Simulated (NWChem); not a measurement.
Correlation energy of NO (-1)

```xyz
2

N      0.0000     0.0000     0.6690
O      0.0000     0.0000    -0.5854
```
Charge -1, spin multiplicity 3.

Program: NWChem. All single points use one geometry, from UPBE0/def2-SVP, a minimum by its harmonic frequencies.

Basis set: def2-TZVPD. Each correlation energy counts from its own Hartree-Fock reference.

The correlated methods keep 2 core orbitals frozen. The structure started from a generated list of species. The unpaired electrons of the parent sit in orbitals of symmetry b1 and b2 (C2v labels of the run); other states weren't searched. The anion's geometry comes from a basis without diffuse functions. The stability of the SCF solutions was not checked. Open-shell Hartree-Fock references start from PBE0 orbitals. Coupled-cluster values serve here as a point of comparison, not as the truth.

### Question
One of these methods gave a correlation energy of -401.3 mHa. Which?
A. UMP2
B. CCSD on ROHF
C. CCSD(T) on ROHF
D. CCSD[T] on ROHF

### Answer
A, UMP2. The others give -447.1 (CCSD[T] on ROHF), -425.2 (CCSD on ROHF), -445.1 (CCSD(T) on ROHF).
